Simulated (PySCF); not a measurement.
Species: C3H8P2.
Atom-mapped SMILES: `[PH2:1][CH2:2][P:3]1[CH2:4][CH2:5]1` (hydrogens: H6, H7 on P1; H8, H9 on C2; H10, H11 on C4; H12, H13 on C5)

Cartesian coordinates in Å at the GFN2-xTB level; atoms count from 1:
```xyz
13
C3H8P2 angstrom
P      1.4377    0.5960   -0.9555
C      1.1545   -0.1655    0.7226
P     -0.5684   -0.7861    1.1418
C     -1.4466   -0.6040   -0.4663
C     -1.5728    0.5860    0.4430
H      1.7065   -0.6027   -1.6176
H      2.7944    0.8237   -0.7224
H      1.8543   -0.9924    0.8768
H      1.3895    0.6047    1.4673
H     -0.8496   -0.4935   -1.3646
H     -2.3235   -1.2240   -0.6009
H     -1.0424    1.4881    0.1624
H     -2.5379    0.7701    0.8957
```

A PySCF run (density fitting, gas phase, GFN2-xTB geometry) gave HOMO -5.63 eV, LUMO 0.21 eV, dipole 0.96 D and E = -801.561 Eh.

Task: Which of these levels was it?
A. LC-wPBE/aug-pcSseg-1
B. B97-D/6-31G
C. PBE0/def2-SVPD
D. KT3/def2-SVPD
E. B3LYP/def2-SVPD

Result: B. It is B97-D/6-31G. All candidates on this geometry:

| level and settings | kind | basis functions | SCF cycles | E (Eh) | HOMO (eV) | LUMO (eV) | dipole (D) |
| --- | --- | --- | --- | --- | --- | --- | --- |
| KT3/def2-SVPD, grid level 1 | GGA | 172 | 11 | -808.5947 | -5.99 | -0.57 | 0.51 |
| B97-D/6-31G | GGA | 69 | 14 | -801.5607 | -5.63 | 0.21 | 0.96 |
| B3LYP/def2-SVPD | global hybrid | 172 | 14 | -801.5474 | -6.82 | 0.08 | 0.56 |
| PBE0/def2-SVPD | global hybrid | 172 | 14 | -801.1099 | -7.03 | 0.32 | 0.62 |
| LC-wPBE/aug-pcSseg-1, grid level 4 | range-separated hybrid | 216 | 13 | -801.4854 | -9.63 | 0.75 | 0.73 |

The nearest other candidate, by the summed differences of HOMO and LUMO, is KT3/def2-SVPD: its HOMO differs by -0.36 eV and its LUMO by -0.78 eV. B97-D ran without the empirical dispersion term, which would shift the total energy alone. Cycle counts include a coarse-grid stage where the run had one. KT3 was designed for NMR shieldings or shifts; total energies of different functionals aren't comparable.
